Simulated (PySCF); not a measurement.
Process, species as SMILES: OO (H2O2) → [O-]O + H+
B3LYP-D3(BJ)/def2-TZVP geometries, fixed; electronic energies without zero-point terms.

Basis-set convergence of the deprotonation energy at PBE with PySCF. All functions are spherical. Density fitting with generated auxiliary sets. In sets without p functions on hydrogen, species with hydrogen take exact integrals. No added dispersion term, no relativity. Functions are those of the species that has most. Reference: the value in aug-cc-pVQZ, 380.36 kcal/mol, itself unsure by roughly 0.20 kcal/mol (its distance from def2-QZVPPD). Deviations are taken from unrounded values.

| basis | functions | deprotonation energy (kcal/mol) |
|---|---|---|
| 6-31G* | 32 | 408.00 |
| 6-31+G* | 40 | 376.43 |
| cc-pVDZ | 38 | 411.00 |
| aug-cc-pVDZ | 64 | 378.67 |
| def2-SVP | 38 | 410.40 |
| def2-SVPD | 62 | 378.46 |
| pcseg-1 | 38 | 397.34 |
| aug-pcseg-1 | 64 | 377.03 |
| 6-311G** | 48 | 403.38 |
| 6-311+G** | 56 | 379.97 |
| def2-TZVP | 74 | 390.06 |
| def2-TZVPD | 98 | 379.40 |
| cc-pVTZ | 88 | 397.80 |
| aug-cc-pVTZ | 138 | 380.06 |
| pcseg-2 | 88 | 386.47 |
| aug-pcseg-2 | 138 | 379.85 |
| def2-TZVPP | 90 | 390.86 |
| def2-TZVPPD | 114 | 380.10 |
| cc-pVQZ | 170 | 391.47 |
| aug-cc-pVQZ | 252 | 380.36 |
| def2-QZVPP | 174 | 385.58 |
| def2-QZVPPD | 198 | 380.16 |

What the diffuse functions change, pair by pair:
- 6-31G* to 6-31+G*: 8 more functions, deviation 27.64 to -3.93 kcal/mol
- cc-pVDZ to aug-cc-pVDZ: 26 more functions, deviation 30.64 to -1.69 kcal/mol
- def2-SVP to def2-SVPD: 24 more functions, deviation 30.04 to -1.90 kcal/mol
- pcseg-1 to aug-pcseg-1: 26 more functions, deviation 16.98 to -3.33 kcal/mol
- 6-311G** to 6-311+G**: 8 more functions, deviation 23.02 to -0.39 kcal/mol
- def2-TZVP to def2-TZVPD: 24 more functions, deviation 9.70 to -0.96 kcal/mol
- cc-pVTZ to aug-cc-pVTZ: 50 more functions, deviation 17.44 to -0.30 kcal/mol
- pcseg-2 to aug-pcseg-2: 50 more functions, deviation 6.11 to -0.51 kcal/mol
- def2-TZVPP to def2-TZVPPD: 24 more functions, deviation 10.50 to -0.26 kcal/mol
- cc-pVQZ to aug-cc-pVQZ: 82 more functions, deviation 11.11 to 0.00 kcal/mol
- def2-QZVPP to def2-QZVPPD: 24 more functions, deviation 5.23 to -0.20 kcal/mol

Leaving out the reference's own pair, they bring the value nearer the reference by more than 0.20 kcal/mol in 10 of 10 pairs.
